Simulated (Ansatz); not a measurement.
Species: CH4N, net charge 0, doublet state. SMILES: [CH2]N
Geometry: optimised at B3LYP-D3(BJ)/def2-TZVP (Ansatz, a first-principles code).

Wanted: atomisation energy, in kcal/mol. Conventions: dispersion terms only where a functional's name holds one; six Cartesian d functions in 6-31G* and its kin unless marked 5d; spin-orbit terms left out; atomisation electronic, to ground-state atoms; non-relativistic; frozen cores in correlated levels; UHF or UKS for open shells. CBS marks a two-point X^-3 extrapolation of the correlation energy; Hartree-Fock from the larger set. The bracket is a focal-point correction in the basis named. Ab initio and DFT rows: single points at B3LYP-D3(BJ) geometries (Ansatz).

```tsv
species	coefficient	E at MP2/6-31G* (Ansatz), Eh	E at PBE/def2-TZVPD (Ansatz), Eh
[CH2]N (CH4N)	-1	-94.86022	-95.11605
C atom	+1	-37.73297	-37.79605
H atom	+4	-0.49823	-0.49962
N atom	+1	-54.45701	-54.53224
```

Coupled cluster (Ansatz) is a level with limits of its own, used here on species with T1 under 0.025 (0.045 for open shells) and stable references: RI-MP2/CBS(aug-cc-pVTZ,aug-cc-pVQZ)+[CCSD(T)-MP2]/aug-cc-pVTZ. Value to compare with, RI-MP2/CBS(aug-cc-pVTZ,aug-cc-pVQZ)+[CCSD(T)-MP2]/aug-cc-pVTZ (Ansatz): 481.7 kcal/mol. 1 Eh = 627.5095 kcal/mol.

Question: Compute it at each level from the table, and compare with RI-MP2/CBS(aug-cc-pVTZ,aug-cc-pVQZ)+[CCSD(T)-MP2]/aug-cc-pVTZ (Ansatz).

Answer: 
- MP2/6-31G*: the sum of coefficient times E is 0.67732 Eh, or 425.02 kcal/mol. Result: 425.0 kcal/mol. Its difference against RI-MP2/CBS(aug-cc-pVTZ,aug-cc-pVQZ)+[CCSD(T)-MP2]/aug-cc-pVTZ (Ansatz) is -56.7 kcal/mol.
- PBE/def2-TZVPD: the sum of coefficient times E is 0.78928 Eh, or 495.28 kcal/mol. Result: 495.3 kcal/mol. Its difference against RI-MP2/CBS(aug-cc-pVTZ,aug-cc-pVQZ)+[CCSD(T)-MP2]/aug-cc-pVTZ (Ansatz) is 13.6 kcal/mol.
